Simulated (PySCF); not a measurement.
## Basis-set dependence of F₂⁺ at CCSD(T)

PySCF, UHF reference; doublet, unpaired electrons π ↑; De to F⁺ + F without counterpoise correction. Frozen cores follow the default of each basis and core potential.

```json
{"basis": "pcseg-1", "relativity": "no relativity", "functions": "28", "Re (Å)": "1.353", "ωe (cm⁻¹)": "979", "De (eV)": "2.51", "frozen orbitals": "2"}
{"basis": "jorge-DZP-DKH", "relativity": "spin-free X2C", "functions": "30", "Re (Å)": "1.343", "ωe (cm⁻¹)": "984", "De (eV)": "2.41", "frozen orbitals": "2"}
{"basis": "6-311G(d,p)", "relativity": "no relativity", "functions": "36", "Re (Å)": "1.322", "ωe (cm⁻¹)": "1017", "De (eV)": "2.57", "frozen orbitals": "2"}
{"basis": "def2-TZVPPD", "relativity": "no relativity", "functions": "80", "Re (Å)": "1.313", "ωe (cm⁻¹)": "1114", "De (eV)": "3.14", "frozen orbitals": "2"}
```

Problem. How does each smaller set differ from the one with most functions, def2-TZVPPD?

Solution. pcseg-1: +4.0 pm, -12.1 % in ωe, -0.63 eV in De; jorge-DZP-DKH: +3.0 pm, -11.7 % in ωe, -0.73 eV in De; 6-311G(d,p): +0.9 pm, -8.7 % in ωe, -0.57 eV in De. All at CCSD(T); the set with most functions is neither the basis-set limit nor always the best. The rows treat relativity differently, so the differences are not basis effects alone.

Correlated steps freeze 2 core orbitals. Correlated levels converge slowly with the basis: in double zeta they bind strong bonds too weakly, by up to about 1 eV, and carry superposition errors of some tenths. The state was picked by a PBE0 search and need not be the measured ground state.
